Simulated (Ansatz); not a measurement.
The input, for Ansatz 0.2.0:

```yaml
crystal:
  periodic: [false, false, false]
  atoms:
    - {symbol: Ge, position_ang: [0.000000, -0.038190, 0.030166]}
    - {symbol: H, position_ang: [0.000000, 2.020611, -3.538551]}
    - {symbol: H, position_ang: [0.000000, 0.731629, 1.364567]}
basis:
  gaussian: {orbitals: cc-pVDZ}
magnetization: {spin_polarized: false, initial_magnetization: 2}
hamiltonian: {xc: pbe0}
correlation: {method: sc_nevpt2, electrons: valence, active_space: {window: {electrons: 4, orbitals: 4}}}
scf: {lower_state_search: full}
```

```sh
$ ansatz run in.yaml --threads 1 --pin off --events-out ev --progress --plain --max-ram 2393MiB
```

One thing in this input was set wrong on purpose, beside settings that are merely unusual. What is the gravest fault, and what does the program do?

Active space on a functional. How the run ends: refused.
```
Error: invalid value for `correlation.active_space`: it starts from restricted Hartree–Fock orbitals; set hamiltonian.xc: hf without magnetization.spin_polarized
```
